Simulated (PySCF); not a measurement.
CH₃O, SMILES C[O], multiplicity 2. Atoms are numbered in the order given.

```xyz
5

C      0.0132     0.5726     0.0000
O      0.0048    -0.7906     0.0000
H     -0.5650     0.9322     0.8693
H     -0.5650     0.9322    -0.8693
H      1.0128     1.0250     0.0000
```
Charge 0, spin multiplicity 2.

Coordinates come from a B3LYP-D3(BJ)/def2-TZVP optimisation. The geometry has at least one imaginary mode, so it is a saddle point at that level. The isomer is the one that the SMILES or the coordinates give; other isomers of the formula were not compared.

Two levels are set side by side: PBE/pcH-1 (PySCF) and B3LYP/pcH-1 (PySCF). Contact hyperfine couplings, same geometry. Differences are taken from unrounded values.

| quantity | B3LYP | PBE | PBE minus B3LYP |
|---|---|---|---|
| A(iso) of 13C, atom C1 (MHz) | -39.6 | -36.0 | 3.6 |
| A(iso) of 17O, atom O2 (MHz) | -50.1 | -28.4 | 21.7 |
| A(iso) of 1H, atom H3 (MHz) | 189.7 | 200.9 | 11.2 |
| A(iso) of 1H, atom H4 (MHz) | 189.7 | 200.9 | 11.2 |
| A(iso) of 1H, atom H5 (MHz) | -5.5 | -6.4 | -0.9 |

Rough cost on one machine, each run with all the roots and properties that it gave: B3LYP against PBE within a factor of 2.
